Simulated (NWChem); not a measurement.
**CH3AlCl (SMILES [CH3][Al][Cl]): UCCSD/MINI**

What is the vertical ionisation energy of CH3AlCl at UCCSD/MINI? 

The results are computed with NWChem 7.3.0.

**1. The system as given**

CH3AlCl has 6 atoms, charge 0, and is taken as a doublet. As SMILES, `[CH3][Al][Cl]`. The coordinates come from a PBE0-D4/def2-TZVP relaxation.

Bond lengths: C1–Al2 1.964 Å, Al2–Cl3 2.122 Å, C1–H4 1.093 Å, C1–H5 1.094 Å, C1–H6 1.094 Å. Angles: C1–Al2–Cl3 117.4°, Al2–C1–H4 110.2°, Al2–C1–H5 110.4°, Al2–C1–H6 110.4°, H4–C1–H5 109.1°, H4–C1–H6 109.1°, H5–C1–H6 107.5°.

**2. The energy at UCCSD/MINI**

input.nw reads:

```
start input
title "CH3AlCl"
memory stack 880 mb heap 220 mb global 1100 mb
charge 0

geometry units angstrom noautosym nocenter noautoz
  C    -0.441400    0.449000   -0.287200
  Al    0.123100   -1.352900    0.254500
  Cl    2.028600   -1.546300    1.168800
  H     0.335300    1.177300   -0.041400
  H    -1.368200    0.727800    0.222100
  H    -0.635200    0.481000   -1.363100
end

basis spherical bse
  * library MINI
end

scf
  doublet
  uhf
  thresh 1e-08
  maxiter 80
  print low
end

tce
  scf
  ccsd
  freeze core 11
  maxiter 60
end

task tce energy
```

On the command line:

```sh
$ nwchem input.nw > input.out
```

The program printed:

```text
[...]
  functions       =    26
[...]
  wavefunction    = UHF
[...]
         Total SCF energy =   -737.182498153483
      One electron energy =  -1251.144894218545
      Two electron energy =    397.812050608042
 Nuclear repulsion energy =    116.150345457020
                       Sz =      0.5000
                 Sz(Sz+1) =      0.7500
                      S^2 =      0.7543
[...]
         Wavefunction type : Unrestricted Hartree-Fock
          No. of electrons :    39
[...]
         Spin multiplicity : doublet
[...]
 CCSD total energy / hartree       =      -737.270021696571007
[...]
```

It took 1.9 s on 1 thread of Intel Xeon 6975P-C (Granite Rapids), shared host; peak memory 0.1 GiB.

**3. The singlet cation at the same level**

ch3alcl.nw reads:

```
start ch3alcl
title "CH3AlCl"
memory 2200 mb
charge 1

geometry noautosym nocenter noautoz
 C     -0.441400     0.449000    -0.287200
 Al     0.123100    -1.352900     0.254500
 Cl     2.028600    -1.546300     1.168800
 H      0.335300     1.177300    -0.041400
 H     -1.368200     0.727800     0.222100
 H     -0.635200     0.481000    -1.363100
end

basis spherical bse
 C library MINI
 Al library MINI
 Cl library MINI
 H library MINI
end

scf
 thresh 1e-08
 maxiter 80
 noprint "final vectors analysis"
end

ccsd
 freeze core 11
 maxiter 60
end

task ccsd energy
```

On the command line:

```sh
$ nwchem ch3alcl.nw > ch3alcl.out
```

The program printed:

```text
[...]
  functions       =    26
[...]
  wavefunction    = RHF
[...]
         Total SCF energy =   -736.868618131025
      One-electron energy =  -1240.719673422365
      Two-electron energy =    387.700709834320
 Nuclear repulsion energy =    116.150345457020
        Time for solution =      0.6s
[...]
 Total MP2 energy:           -736.949766127140037
[...]
             energy      energy      error      ampl     ampl      Block
                                                time     time      time
[...]
 Total CCSD energy:           -736.971620848360658
[...]
```

It took 2.8 s on 1 thread of Intel Xeon 6975P-C (Granite Rapids), shared host; peak memory 0.099 GiB.

**4. Summary of results**

Level: UCCSD/MINI, 11 core orbitals frozen.

```
                                                     quantity          value
                                doublet CH3AlCl: total energy  -737.27002 Eh
doublet CH3AlCl: correlation energy (11 core orbitals frozen)      -87.5 mEh
           doublet CH3AlCl: ⟨S²⟩ of the reference determinant          0.754
                                 singlet cation: total energy  -736.97162 Eh
 singlet cation: correlation energy (11 core orbitals frozen)     -103.0 mEh
           vertical ionisation energy (to the singlet cation)       8.120 eV
```

What this shows: Removing an electron at fixed nuclei costs 8.12 eV (187 kcal/mol). Only the singlet of the ionised species was computed; a triplet could lie lower. In a minimal basis such a difference can be off by several eV, whatever the method. Mulliken charges (singlet cation) run from -1.03 on C1 to +1.57 on Al2.
